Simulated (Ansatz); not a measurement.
Species, as SMILES: [PH2] (PH2), doublet.
Atoms: P1, H2, H3. Bonds: P1-H2, P1-H3.

Basis-set convergence of the optimised P1-H2 bond length at HF with Ansatz (a first-principles code). Cartesian d functions, on some or all atoms, in 6-31G*, 6-31+G*, 6-311G**, 6-311+G**; all else is spherical. The program fits the integrals of some runs and decomposes those of others, by size. Open shells are unrestricted. No added dispersion term, no relativity. Reference: the value in pcseg-4, 1.4078 Å, itself unsure by roughly 0.0002 Å (its mean distance from aug-pcseg-3, aug-cc-pV(Q+d)Z, cc-pV(5+d)Z). Deviations are taken from unrounded values.

| basis | functions | optimised P1-H2 bond length (Å) |
|---|---|---|
| 6-31G* | 23 | 1.4071 |
| 6-31+G* | 27 | 1.4068 |
| def2-SVP | 28 | 1.4163 |
| def2-SVPD | 40 | 1.4165 |
| pcseg-1 | 28 | 1.4120 |
| aug-pcseg-1 | 45 | 1.4140 |
| cc-pV(D+d)Z | 33 | 1.4169 |
| aug-cc-pV(D+d)Z | 50 | 1.4166 |
| 6-311G** | 39 | 1.4117 |
| 6-311+G** | 43 | 1.4113 |
| def2-TZVP | 49 | 1.4094 |
| def2-TZVPD | 61 | 1.4091 |
| pcseg-2 | 62 | 1.4086 |
| aug-pcseg-2 | 96 | 1.4090 |
| cc-pV(T+d)Z | 67 | 1.4092 |
| aug-cc-pV(T+d)Z | 101 | 1.4088 |
| def2-TZVPP | 70 | 1.4091 |
| def2-TZVPPD | 82 | 1.4088 |
| cc-pV(Q+d)Z | 124 | 1.4080 |
| aug-cc-pV(Q+d)Z | 181 | 1.4079 |
| def2-QZVPP | 130 | 1.4079 |
| def2-QZVPPD | 142 | 1.4078 |
| pcseg-3 | 130 | 1.4083 |
| aug-pcseg-3 | 187 | 1.4083 |

What the diffuse functions change, pair by pair:
- 6-31G* to 6-31+G*: 4 more functions, deviation -0.0007 to -0.0011 Å
- def2-SVP to def2-SVPD: 12 more functions, deviation 0.0085 to 0.0086 Å
- pcseg-1 to aug-pcseg-1: 17 more functions, deviation 0.0042 to 0.0061 Å
- cc-pV(D+d)Z to aug-cc-pV(D+d)Z: 17 more functions, deviation 0.0091 to 0.0088 Å
- 6-311G** to 6-311+G**: 4 more functions, deviation 0.0039 to 0.0034 Å
- def2-TZVP to def2-TZVPD: 12 more functions, deviation 0.0015 to 0.0013 Å
- pcseg-2 to aug-pcseg-2: 34 more functions, deviation 0.0008 to 0.0011 Å
- cc-pV(T+d)Z to aug-cc-pV(T+d)Z: 34 more functions, deviation 0.0013 to 0.0010 Å
- def2-TZVPP to def2-TZVPPD: 12 more functions, deviation 0.0013 to 0.0010 Å
- cc-pV(Q+d)Z to aug-cc-pV(Q+d)Z: 57 more functions, deviation 0.0002 to 0.0000 Å
- def2-QZVPP to def2-QZVPPD: 12 more functions, deviation 0.0001 to 0.0000 Å
- pcseg-3 to aug-pcseg-3: 57 more functions, deviation 0.0005 to 0.0004 Å

They bring the value nearer the reference by more than 0.0002 Å in 5 of 12 pairs.
